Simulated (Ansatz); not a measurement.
[GeH3···H···H], doublet: the ladder up to UCCSDT(Q)

Geometry: a point of a hydrogen-transfer path between rigid fragments, not a stationary point.

```xyz
6

Ge   -0.0440    0.0000    0.0000
H    -0.5555    1.4466    0.0000
H    -0.5555   -0.7233    1.2528
H    -0.5555   -0.7233   -1.2528
H     1.9540    0.0000    0.0000
H     2.8840    0.0000    0.0000
```

Basis cc-pVTZ; Ansatz 0.2.0. Only valence electrons are correlated (noble-gas cores and the filled d shells of p-block atoms frozen), which leaves 9 electrons in 99 orbitals. R marks a restricted (for open shells ROHF) determinant, U an unrestricted one. Active spaces: pair = (3e, 3o) about the gap; valence = (9e, 9o) chosen from the atoms' valence shells. No spin–orbit coupling is included, and no scalar relativity.

Full CI isn't at hand for all of this; UCCSDT(Q) serves as the reference, and is uncertain by about the last step of the cluster series. The frozen core follows each run's orbitals, which can shift R against U totals by a few meV for light atoms and by up to 0.1 eV past Ca.

The UHF ⟨S²⟩ is 0.781. The T1 diagnostic (RCCSD) is 0.0214. The largest doubles amplitude (RCCSD) is 0.038 and the T1 diagnostic (UCCSD) is 0.0163.

```
   level  E − E(UCCSDT(Q)) (kJ/mol)  share of correlation (%)   wall time
     UHF                      497.7                      3.11           –
    UMP2                      103.4                     79.87           –
   UCCSD                       13.6                     97.35           –
UCCSD(T)                        2.5                     99.50  6 s (H100)
  UCCSDT                        0.3                     99.94           –
```

The correlation energy at UCCSDT(Q), counted from RHF, is -5.323 eV. That run took 11 s on 2 threads of AMD EPYC 7R13 with a shared H100 80 GB, shared host.

Run but not shown, since their state or frozen core can't be matched to the reference's or they repeat it: RHF, RMP2, RCCSD, RCCSD(T), BCCD(T), RCCSDT, RCCSDT(Q), CASSCF (pair space), NEVPT2 (pair space), CASSCF (valence space), NEVPT2 (valence space).

Times hold each run's SCF and search for its determinant on a shared host, so for small cases they say little of a method's own cost.

Natural occupations of CASSCF (valence space) about the gap: 1.985 1.972 1.972 1.962 1.003 0.039 0.027 0.021 0.021; effectively unpaired electrons, Σ n²(2−n)², 1.02.
